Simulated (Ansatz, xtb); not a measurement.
Relative energy of two isomers of C4H10S2

Structure X: `CCSSCC`, a singlet. Structure Y: `SCCCCS`, a singlet. Both are isolated molecules in the gas phase, relaxed with B3LYP-D3(BJ)/def2-SVP, each in the lowest conformer that the search found.

Quicker runs give these differences E(Y) − E(X): GFN2-xTB +59.8 kJ/mol; HF/STO-3G +49.3 kJ/mol (at GFN2-xTB geometries); r2SCAN-D4/def2-SVP +26.1 kJ/mol (at GFN2-xTB geometries).

Task: Estimate E(Y) − E(X) at the level CCSD(T)/def2-SVP + ΔMP2/def2-TZVPP.

Result: Calculated at CCSD(T)/def2-SVP + ΔMP2/def2-TZVPP: E(Y) − E(X) = +27.3 kJ/mol, so structure X lies lower.

How the difference moves with the method:

```tsv
level	geometry	E(Y) − E(X) (kJ/mol)	departure from the last row (kJ/mol)	job, with rough time for the two
GFN2-xTB	GFN2-xTB	+59.8	+32.4	optimisation, 0.15 s
HF/STO-3G	GFN2-xTB	+49.3	+22.0	single point, 0.36 s
r2SCAN-D4/def2-SVP	GFN2-xTB	+26.1	−1.2	single point, 4.1 s
B3LYP-D3(BJ)/def2-SVP	B3LYP-D3(BJ)/def2-SVP	+26.2	−1.1	optimisation, 37 s
HF/def2-SVP	B3LYP-D3(BJ)/def2-SVP	+8.0	−19.4	part of the CCSD(T) run
MP2/def2-SVP	B3LYP-D3(BJ)/def2-SVP	+7.3	−20.1	part of the CCSD(T) run
CCSD(T)/def2-SVP	B3LYP-D3(BJ)/def2-SVP	+6.2	−21.1	single point
CCSD(T)/def2-SVP + ΔMP2/def2-TZVPP	B3LYP-D3(BJ)/def2-SVP	+27.3		single point, 63 s
```

As drawn, Y has 1 C–C, 2 S–H in place of 1 S–S, 2 C–H.

None of the levels shown reverses the order. The largest departure from CCSD(T)/def2-SVP + ΔMP2/def2-TZVPP is that of GFN2-xTB, 32.4 kJ/mol. The last row adds to CCSD(T) the change of the MP2 difference between the two basis sets, here +21.1 kJ/mol, a large step that makes the value less sure.

With thermal terms from frequencies at re-optimised GFN2-xTB minima (ideal gas, soft modes damped towards free rotors, one conformer each, 298.15 K, 1 atm): on the last row, ΔE + ΔZPE = +16.6, ΔH = +15.4, ΔG = +15.8 kJ/mol.

Tabulated enthalpies of formation at 298 K are −79.4 kJ/mol for X (CRC Handbook of Chemistry and Physics) and −50.6 kJ/mol for Y (CRC Handbook of Chemistry and Physics), a difference of +28.8 kJ/mol. Calculated less tabulated ΔH, with the same thermal term: GFN2-xTB +19.1, HF/STO-3G +8.6, r2SCAN-D4/def2-SVP −14.6, B3LYP-D3(BJ)/def2-SVP −14.4, HF/def2-SVP −32.7, MP2/def2-SVP −33.4, CCSD(T)/def2-SVP −34.5, CCSD(T)/def2-SVP + ΔMP2/def2-TZVPP −13.4 kJ/mol. Handbook values carry no stated uncertainty, so the miss of the last row may lie with the table, the conformer or the calculation.

The correlated steps freeze 14 core orbitals. Programs: Ansatz 0.2.0, xtb 6.7.1; the last row on 4 threads of Arm Neoverse V1 on a shared host.
